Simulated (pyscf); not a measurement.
PySCF, gas phase, ωB97X-D3(BJ)/def2-SVP geometries. MP2 and CC: frozen core, UHF for open shells. ΔMP2 is the change of the MP2 total energy from the triple- to the quadruple-zeta basis.

Problem. For HO–SiH₂–F + ammonia (NH₃) → water (H₂O) + H₂N–SiH₂–F, a four-centre exchange (singlet surface; O–Si, H–N broken, H–O, N–Si formed), PBE/def2-TZVP gives ΔE‡ = 19.6 kcal/mol and ΔE = +9.7 kcal/mol (zero: the separated reactants). In which direction and how far do r²SCAN/def2-TZVP, PBE0-D3(BJ)/def2-TZVP, CCSD(T)/def2-TZVPP + ΔMP2(QZVPP) move these?

Solution. r²SCAN: ΔE‡ = 21.7 kcal/mol, ΔE = +10.6 kcal/mol; PBE0-D3(BJ): ΔE‡ = 20.6 kcal/mol, ΔE = +9.3 kcal/mol; CCSD(T): ΔE‡ = 26.6 kcal/mol, ΔE = +9.4 kcal/mol. PBE's barrier lies under all of them, by 1.1 to 7.0 kcal/mol. Its reaction energy lies among theirs. On the reactant side the descent ends in an adduct with a N–Si contact, 4.4 kcal/mol under the separated species and 27.7 kcal/mol under the saddle at ωB97X-D3(BJ)/def2-TZVP. On the product side the descent ends in a complex, 4.6 kcal/mol under the separated species and 18.4 kcal/mol under the saddle at ωB97X-D3(BJ)/def2-TZVP. What is counted as formed (N–Si) is already present as a longer contact in the reactant adduct; forming that adduct is a step of its own. At ωB97X-D3(BJ) the barrier from the zero used here is 23.3 kcal/mol. One saddle was located; it need not be the lowest between these sides. The CCSD(T) − MP2 part came from Ansatz, without density fitting, on the same reference.
